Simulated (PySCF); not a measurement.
Oxalyl dichloride, C₂Cl₂O₂.
Z-matrix (Å and degrees, PBE0-D3(BJ)/def2-SVP geometry), rows numbered from 1:
```
O 
C   1  1.1803
Cl  2  1.7443  1  124.28
C   2  1.5495  1  124.39  3  -179.84
O   4  1.1803  2  124.46  1   177.71
Cl  4  1.7447  2  111.32  1    -2.02
```

Computed with PySCF at CAM-B3LYP/def2-SVPD, non-relativistic, on one gas-phase PBE0-D3(BJ)/def2-SVP geometry that isn't relaxed in the solvent. The solvent is an IEF-PCM continuum (Bondi radii, 1.10 Å for H, scaled by 1.2). Only the electrostatic response of the medium enters.

Gas phase at CAM-B3LYP/def2-SVPD: HOMO -10.47 eV, LUMO -2.49 eV, dipole 0.04 D.

**Question.** What does the continuum do to the energy, the frontier levels and the dipole at CAM-B3LYP/def2-SVPD in acetone and acetonitrile?

**Answer.** 
| solvent | ε | E(solvent) − E(gas) (kcal/mol) | polarisation term (kcal/mol) | distortion of the solute (kcal/mol) | HOMO (eV) | LUMO (eV) | dipole (D) |
| --- | --- | --- | --- | --- | --- | --- | --- |
| acetone | 20.49 | -3.50 | -3.84 | 0.34 | -10.36 | -2.30 | 0.05 |
| acetonitrile | 35.69 | -3.65 | -4.02 | 0.37 | -10.36 | -2.30 | 0.05 |

The first energy column is the sum of the next two and covers electrostatics alone. From acetone to acetonitrile the lowering changes by a factor 1.04, Onsager's factor (ε − 1)/(2ε + 1) by 1.03 and ε itself by 1.7. Charge and dipole vanish, so a point-dipole model would give no lowering at all.

**Question.** How does the static polarisability (CAM-B3LYP/def2-SVPD, frozen core, with the continuum's full static response) change?

**Answer.** 
| medium | isotropic (au) | principal values (au) | ⟨r²⟩ of the electrons (bohr²) |
| --- | --- | --- | --- |
| gas | 58.0 | 38.8, 55.5, 79.6 | 867.5 |
| acetone | 75.7 | 50.3, 72.2, 104.6 | 868.1 |
| acetonitrile | 76.4 | 50.9, 72.9, 105.6 | 868.1 |

The isotropic value in acetonitrile is 1.32 times the gas-phase one; no cavity-field correction is applied. ⟨r²⟩ is taken about the centre of nuclear charge.
